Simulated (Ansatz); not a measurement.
# NH₃ (singlet): the correlation ladder, aug-cc-pVDZ

The task here is to estimate one member of a computed series from the others.

Computed with Ansatz 0.2.0, Gaussian basis. Level: aug-cc-pVDZ, core rule «outside noble gas», up to 1 orbitals frozen.

The runs, in order: UHF; CCSD(T) on RHF; BCCD(T) on RHF; CISD; CCSDT(Q) on RHF; CASSCF and MRCISD+Q, 8 electrons in 7 orbitals; CASSCF and NEVPT2, 8 electrons in 7 orbitals.

26 further runs of the same task are left out: 7 for a known fault of the program, 9 that didn't finish, 10 set aside as unsound or not needed. Runs told in other sessions of the task aren't counted.

### The system

The geometry is a PBE0/def2-TZVPD stationary point (not a proven minimum) of the parent state, kept for this charge and spin.

4 atoms, charge 0, spin multiplicity 1.

Atoms are counted from 1 here; the program's logs count them from 0.

Bond lengths: N1–H2 1.023 Å, N1–H3 1.023 Å, N1–H4 1.023 Å. Angles: H2–N1–H3 105.5°, H2–N1–H4 105.5°, H3–N1–H4 105.5°.

Set-up of the first run:

in.yaml

```yaml
crystal:
  periodic: [false, false, false]
  atoms:
    - {symbol: N, position_ang: [0.001986, 0.002583, -0.071414]}
    - {symbol: H, position_ang: [0.931127, -0.002562, 0.357291]}
    - {symbol: H, position_ang: [-0.488328, 0.797474, 0.346746]}
    - {symbol: H, position_ang: [-0.470402, -0.830804, 0.288354]}
basis:
  gaussian: {orbitals: aug-cc-pVDZ}
magnetization: {spin_polarized: true, initial_magnetization: 0}
hamiltonian: {xc: hf}
output: {orbitals: {seedname: orbitals}}
```

The run is started by

```sh
> ansatz run in.yaml --threads 1 --pin off --events-out ev --progress --plain --max-ram 2393MiB
```

Among the steps run: UHF; CCSD(T) on RHF; BCCD(T) on RHF; CISD; CCSDT(Q) on RHF; CASSCF and MRCISD+Q, 8 electrons in 7 orbitals; CASSCF and NEVPT2, 8 electrons in 7 orbitals.

One table of the session follows, with a row left open; its other results are not shown here.

```
          method  from RCCSDT(Q) (meV)
             RHF               +6031.3
            RMP2                +581.5
            CISD                +439.4
           RCCSD                +170.9
        RCCSD(T)                     ?
         BCCD(T)                 +19.5
          RCCSDT                 +10.5
       RCCSDT(Q)                     0
  CASSCF valence               +3986.2
  NEVPT2 valence                +824.3
  MRCISD valence                +179.0
MRCISD+Q valence                  +1.1
```

Estimate the missing values for RCCSD(T).

The run gave: from RCCSDT(Q) (meV): +19.3. In the column «from RCCSDT(Q) (meV)» it lies between RCCSDT (+10.5) and BCCD(T) (+19.5).
